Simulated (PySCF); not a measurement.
Species: C5H7F.
Cartesian coordinates in Å at the PBE0-D3(BJ)/def2-SVP level; atoms count from 1:
```xyz
13
C5H7F angstrom
C      2.236   -0.153   -1.145
C      0.969   -0.217   -0.708
C      0.479    0.472    0.469
C     -0.778    0.434    0.937
C     -1.967   -0.283    0.416
F     -1.063    1.135    2.043
H      2.989    0.445   -0.623
H      2.557   -0.695   -2.037
H      0.255   -0.830   -1.268
H      1.188    1.084    1.035
H     -1.728   -0.891   -0.464
H     -2.382   -0.939    1.198
H     -2.755    0.438    0.146
```

The closed-shell ground state was solved at several levels (PySCF, density fitting, gas phase, non-relativistic).

```
         level  basis functions  HOMO (eV)  LUMO (eV)  gap (eV)  dipole (D)
B97-2/pcSseg-2              314      -6.21      -0.77      5.44        1.42
PBE0/def2-SVPD              179      -6.48      -0.74      5.74        1.44
 PBE0/pcSseg-1              137      -6.44      -0.67      5.77        1.45
```

**Question.** Estimate the row for B3LYP/pcJ-1, a basis of 232 functions; the other rows only guide the guess.

**Answer.** HOMO -6.22 eV, LUMO -0.87 eV, gap 5.35 eV, dipole 1.43 D.

**Question.** Over all these levels, which gives the widest orbital gap and which the narrowest?

**Answer.** PBE0/pcSseg-1 (global hybrid, 25 % exact exchange) has the widest, 5.77 eV, and B3LYP/pcJ-1 (global hybrid, 20 % exact exchange) the narrowest, 5.35 eV. Functional and basis both differ between the two, so the spread mixes both effects.

**Question.** How far do the dipole and the HOMO energy spread over the levels?

**Answer.** The dipole runs from 1.42 to 1.45 D (mean 1.43 D) and the HOMO from -6.48 to -6.21 eV.

One conformer stands for the species.
